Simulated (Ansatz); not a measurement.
# GeAs⁺, triplet: the ladder up to UCCSDT(Q)

Geometry: that of the GeAs, quartet, kept fixed.

```yaml
atoms:
  - { symbol: Ge, position_ang: [0.0000, 0.0000, 0.0000] }
  - { symbol: As, position_ang: [0.0000, 0.0000, 2.5311] }
```

Basis cc-pVTZ; Ansatz 0.2.0. Only valence electrons are correlated (noble-gas cores and the filled d shells of p-block atoms frozen), which leaves 8 electrons in 58 orbitals. R marks a restricted (for open shells ROHF) determinant, U an unrestricted one. Active spaces: valence = (8e, 8o) chosen from the atoms' valence shells. No spin–orbit coupling is included, and no scalar relativity.

Full CI isn't at hand for all of this; UCCSDT(Q) serves as the reference, and is uncertain by the last step of the cluster series or more. The frozen core follows each run's orbitals, which can shift R against U totals by a few meV for light atoms and by up to 0.1 eV past Ca.

The UHF ⟨S²⟩ is 2.020. The T1 diagnostic (RCCSD) is 0.0363 and the largest doubles amplitude (RCCSD) is 0.082. The T1 diagnostic (UCCSD) is 0.0375.

| level | E − E(UHF) (eV) |
| --- | --- |
| UMP2 | -3.9135 |
| UCCSD | -4.7510 |
| UCCSD(T) | -4.9932 |

Estimate how far UCCSDT(Q) in cc-pVTZ lies from UCCSD(T). The table doesn't fix it; the size of (T) and the diagnostics are the guide.

UCCSDT(Q) in cc-pVTZ lies 2.46 mEh below UCCSD(T), which is 28 % of the (T) step (-8.90 mEh). T1 is raised, and the rest is a large part of (T). The miss exceeds 1 kcal/mol.

The other levels:

```
 level  E − E(UCCSDT(Q)) (mEh)  wall time
UCCSDT                    0.67          –
```

Run but not shown, since their state, orbitals or frozen core can't be matched to the reference's or they repeat it: RHF, RMP2, CISD, RCCSD, RCCSD(T), BCCD(T), RCCSDT, RCCSDT(Q), CASSCF (valence space), NEVPT2 (valence space), MRCISD (valence space), MRCISD+Q (valence space), MRCISD+Q(relaxed) (valence space).

Natural occupations of CASSCF (valence space) about the gap: 1.989 1.962 1.916 0.990 0.990 0.056 0.048 0.048; effectively unpaired electrons, Σ n²(2−n)², 2.06.
